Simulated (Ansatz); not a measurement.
Input for Ansatz (development build ahead of 0.2.0):

```yaml
crystal:
  periodic: [false, false, false]
  atoms:
    - { symbol: O, position_ang: [1.96, 0.0, 0.0] }
    - { symbol: H, position_ang: [1.44242, 0.68728, 0.43036] }
    - { symbol: H, position_ang: [2.68142, 0.46881, -0.43036] }
    - { symbol: O, position_ang: [0.0, 1.96, 0.0] }
    - { symbol: H, position_ang: [-0.68728, 1.44242, -0.43036] }
    - { symbol: H, position_ang: [-0.46881, 2.68142, 0.43036] }
    - { symbol: O, position_ang: [-1.96, 0.0, 0.0] }
    - { symbol: H, position_ang: [-1.44242, -0.68728, 0.43036] }
    - { symbol: H, position_ang: [-2.68142, -0.46881, -0.43036] }
    - { symbol: O, position_ang: [0.0, -1.96, 0.0] }
    - { symbol: H, position_ang: [0.68728, -1.44242, -0.43036] }
    - { symbol: H, position_ang: [0.47124, -2.68517, 0.4326] }
basis:
  gaussian: { orbitals: def2-SVP }
hamiltonian:
  xc: hf
```

The input is written out in the form of the current development build from the run's settings.

Results

| Property | Result |
| --- | --- |
| Converged | yes |
| Total energy | -303.88141 hartree |
| Spin squared of the determinant | 0.000 |
